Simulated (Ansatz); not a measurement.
## Na2LiTi2: from a trial structure to a relaxed crystal

All numbers below come from Ansatz 0.2.0, DFT PBE, scalar-relativistic, plane waves, PAW. Cutoff 420 eV, Γ-centred k mesh, Gaussian smearing, no spin polarisation in the final step.

The start puts Na2LiTi2 on the ThCr2Si2 structure type (I4/mmm, No. 139), with Li in place of Th, Na in place of Cr, Ti in place of Si, at a guessed volume.

```
Na Li Ti
1.0
    -1.97572    1.97572    5.18381
     1.97572   -1.97572    5.18381
     1.97572    1.97572   -5.18381
Na Li Ti
2 1 2
Direct
  0.25000 0.75000 0.50000
  0.75000 0.25000 0.50000
  0.00000 0.00000 0.00000
  0.62600 0.62600 0.00000
  0.37400 0.37400 0.00000
```

Steps on the 6×6×6 mesh (5 atoms). 12 of 18 steps are shown, and the free energy counts from the last. Trial steps that were taken back and renewals of the plane-wave basis can be among the rows.

| step | ΔF (meV/atom) | V (Å³/atom) | P (GPa) | largest force component (eV/Å) |
| --- | --- | --- | --- | --- |
| 1 | 1312.1 | 16.19 | 24.96 | 5.383 |
| 3 | 416.8 | 18.41 | 10.43 | 2.492 |
| 4 | 552.6 | 20.13 | 18.47 | 14.958 |
| 6 | 271.2 | 20.30 | 6.65 | 0.649 |
| 7 | 216.5 | 21.56 | 4.83 | 0.427 |
| 9 | 140.8 | 23.43 | 1.09 | 0.125 |
| 10 | 117.1 | 23.15 | 0.57 | 0.090 |
| 12 | 107.6 | 22.36 | 0.21 | 0.004 |
| 13 | 58.7 | 22.36 | 3.15 | 0.275 |
| 15 | 8.9 | 23.66 | 0.86 | 0.052 |
| 16 | 2.1 | 23.89 | 0.46 | 0.174 |
| 18 | 0.0 | 24.32 | 0.09 | 0.033 |

A final relaxation ran on a 14×14×14 mesh. The relaxed crystal, I4/mmm (No. 139):

```
Na Li Ti
1.0
    -2.01704    2.01704    7.47628
     2.01704   -2.01704    7.47628
     2.01704    2.01704   -7.47628
Na Li Ti
2 1 2
Direct
  0.25000 0.75000 0.50000
  0.75000 0.25000 0.50000
  0.00000 0.00000 0.00000
  0.56631 0.56631 0.00000
  0.43369 0.43369 0.00000
```

For Na2LiTi2, the volume per atom is 24.33 Å³ and the density is 2.03 g/cm³. The energy over the elements is 0.83 eV/atom and the gap on the 14×14×14 mesh is 0 eV (a metal).

Energies over the elements count from the elements' standard structures at the same level, with no empirical corrections.

The final run used a 14×14×14 mesh on its 5-atom cell and 0.10 eV smearing. The k mesh leaves about 4 meV/atom of noise in metals.

Symmetry constrained the relaxation, so the result can be a saddle point.

Cost: 3 runs of about 5.9 core-minutes in all, on Arm Neoverse V1 (shared hosts).